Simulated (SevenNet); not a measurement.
# 2H WSe₂

Level of theory: the machine-learned potential SevenNet-0 (trained on PBE and PBE+U data).

Cell: relaxed at this level.

```
Quantity               Value
------------------  --------
lattice constant a   3.326 Å
c axis length       14.862 Å
```

Measured, for comparison: lattice constant a 3.282 Å, lattice parameter c 12.96 Å (300 K, not corrected to a static lattice; as tabulated in arXiv:1605.07067). Computed (rounded) less measured: lattice constant a +1.3 %, lattice parameter c +14.7 %.

A machine-learned potential is trained on density-functional data: it inherits that level's misses and adds fitting errors of its own.

Note: the model's c/a of 4.47 is far from the 3.95 of the starting cell; this model's volume lies 18 % above that of the starting cell (a measured, published or database cell).
